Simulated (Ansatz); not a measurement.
The first iterations of a band of H$_{7}$NSi$_{2}$ (10 atoms, charge 0, multiplicity 1).

The calculation used RHF/def2-SVP in Ansatz.

- movable images: 3
- climbing image: no
- spring: 5.0 eV/Å²
- optimiser: quadratic models (default)
- start path: through a guess of the saddle point
- force threshold: 0.05 eV/Å
- iteration limit: 60
- end points: relaxed

First end point:

```xyz
10
Properties=species:S:1:pos:R:3
Si 0.286 0.027 -0.104
Si 1.008 0.062 2.151
H -0.132 -0.151 3.077
H 2.018 -1.001 2.385
H 1.628 1.375 2.469
H 1.497 0.019 -0.973
N -0.794 1.355 -0.365
H -1.361 1.396 -1.189
H -0.562 2.275 -0.046
H -0.449 -1.228 -0.396
```

Last end point:

```xyz
10
Properties=species:S:1:pos:R:3
Si -0.419 0.504 -1.951
Si 1.527 -0.014 2.241
H 0.120 -0.382 2.521
H 2.379 -0.452 3.371
H 1.634 1.457 2.092
H 1.979 -0.676 0.997
N -0.827 1.278 -0.482
H -1.491 0.952 0.194
H -0.432 2.161 -0.222
H -1.330 -0.697 -1.753
```

| iteration | highest image above the first end (eV) | largest band force component (eV/Å) |
| --- | --- | --- |
| 1 | 6.820 | 20.919 |
| 2 | 3.715 | 7.170 |
| 3 | 3.682 | 3.294 |
| 4 | 4.267 | 2.391 |
| 5 | 3.848 | 1.836 |
| 6 | 3.255 | 1.700 |
| 7 | 2.783 | 1.626 |
| 8 | 2.325 | 1.680 |
| 9 | 2.172 | 0.908 |
| 10 | 2.003 | 0.853 |
| 11 | 1.821 | 0.597 |
| 12 | 1.742 | 0.338 |
| 13 | 1.735 | 0.315 |
| 14 | 1.722 | 0.288 |
| 15 | 1.689 | 0.254 |
| 16 | 1.670 | 0.295 |

Q: Does the band converge within its limit, and where does its top end?

A: The forces met the threshold. It ended after 50 iterations with the highest image 1.330 eV above the first end. Neighbouring images differ by up to 1.3 eV, so the band resolves the path poorly. No image climbed, so the highest image needn't sit at the top of the path. A band with more images between the same ends climbed to 2.90 eV, so this one has probably stepped over the top. So few images can step over the top or miss a turn of the path. The orbitals stay closed-shell, which can raise the energy where a bond breaks towards radicals; this wasn't checked here.

Time of the run: 100 s on 1 thread of AMD EPYC 9R45 96-Core Processor (Zen 5) (shared host), peak memory 0.17 GiB.
